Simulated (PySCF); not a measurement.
Homolysis of single bonds, series B OH-SiH3. Isolated molecules, 0 K electronic values unless said otherwise. One relaxed conformer stands for each flexible species; it need not be the lowest. Strings in code marks are SMILES.

These are B3LYP-D3(BJ)/def2-TZVP // PBE0-D4/def2-TZVP in PySCF values and carry that method's errors. B3LYP has the VWN-RPA correlation part, as in Gaussian. 

```
species                                                                         highest occupied spin orbital (eV)
------------------------------------------------------------------------------  ----------------------------------
whole molecule (`OB(O)[SiH3]` (H–O–B–Si torsion -178°, Si–B–O–H torsion 178°))                                   –
radical fragment (`O[B][SiH3]` (H–O–B–Si torsion 180°))                                                        [?]
radical fragment (`[SiH3]`)                                                                                  -6.09
radical fragment (`[SiH3][B][SiH3]`)                                                                         -5.41
```

Q: Complete the blanks.

A: 
- radical fragment (`O[B][SiH3]` (H–O–B–Si torsion 180°)), highest occupied spin orbital (eV): -4.98
